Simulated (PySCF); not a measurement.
**Chlorine: a sound run and one with changed settings**

Sound run: Cl [Ne] 3s2 3p5, Cl⁺ [Ne] 3s2 3p4. Calculation: PySCF 2.14, in jorge-DZP-DKH (7s4p1d, 24 functions); the spin-free X2C one-electron Hamiltonian (Gaussian nucleus). In the sound run the correlated levels freeze [Ne]. The sound run starts from symmetry-adapted Hartree-Fock orbitals and uses a fine grid where one is needed.

Changed run: a valence shell is frozen. This setting is unsound on purpose.

| species | method | sound run (hartree) | changed run (hartree) | converged |
| --- | --- | --- | --- | --- |
| Cl | MP2 | -461.00022 | -460.95913 | yes |
| Cl | CCSD(T) | -461.01816 | -460.96983 | yes |
| Cl⁺ | MP2 | -460.54393 | -460.49608 | yes |
| Cl⁺ | CCSD(T) | -460.56407 | -460.50560 | yes |

Ionisation energy of Cl:

```json
{"method": "UHF", "sound run (eV)": "11.774", "changed run (eV)": "11.774"}
{"method": "MP2", "sound run (eV)": "12.416", "changed run (eV)": "12.600"}
{"method": "SCS-MP2", "sound run (eV)": "12.398", "changed run (eV)": "12.656"}
{"method": "CCSD", "sound run (eV)": "12.350", "changed run (eV)": "12.623"}
{"method": "CCSD(T)", "sound run (eV)": "12.356", "changed run (eV)": "12.632"}
```

Freezing a valence shell removes pair correlation that changes on ionisation.

For comparison, NIST gives 12.968 eV between the lowest levels.
